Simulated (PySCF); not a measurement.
## Working out the electron affinity of C

C⁻ [He] 2s2 2p3 (4S) → C [He] 2s2 2p2 (3P). All numbers are calculated (PySCF 2.14, no relativity, point nucleus, in aug-cc-pVTZ (5s4p3d2f, 46 functions)). Frozen: 1s2. Energies in hartree (1 hartree = 27.21139 eV):

```csv
part,C⁻ (lower),C (upper)
UHF,-37.708448,-37.691811
MP2 opposite-spin,-0.065596,-0.054925
MP2 same-spin,-0.032010,-0.012825
```

What does Hartree-Fock give?

(-37.691811) − (-37.708448) = 0.016637 hartree = 0.453 eV.

What do MP2 and SCS-MP2 (6/5 opposite-spin, 1/3 same-spin) give?

The opposite-spin parts differ by 0.290 eV and the same-spin parts by 0.522 eV. MP2: 0.453 + (0.290) + (0.522) = 1.265 eV. SCS-MP2: 0.453 + 1.2 × (0.290) + (0.522)/3 = 0.975 eV.

A first-order spin-orbit estimate adds -0.004 eV to MP2 (valence), giving 1.261 eV against 1.262 eV (measured; photodetachment measurements, as compiled on the Wikipedia data page of electron affinities).

What remains against the reference includes basis incompleteness, the frozen core and correlation beyond second order.
